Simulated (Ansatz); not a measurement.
## Ansatz (development build ahead of 0.2.0) run

```yaml
crystal:
  periodic: [false, false, false]
  atoms:
    - { symbol: B, position_ang: [0.0, 0.0, -1.148] }
    - { symbol: Al, position_ang: [0.0, 0.0, 1.148] }
basis:
  gaussian: { orbitals: "6-31G" }
magnetization:
  initial_magnetization: 2
hamiltonian:
  xc: hf
correlation:
  method: bccd_t
  frozen_orbitals: { Al: 5, B: 1 }
```

The input is written out in the form of the current development build from the run's settings. Correlation on restricted open-shell orbitals is semicanonical, with singles.

The run gave:

```json
{
  "Converged": "yes",
  "Reference energy (starting determinant)": "-266.41328 hartree",
  "Correlation energy": "-0.08298 hartree",
  "Total energy": "-266.49626 hartree"
}
```
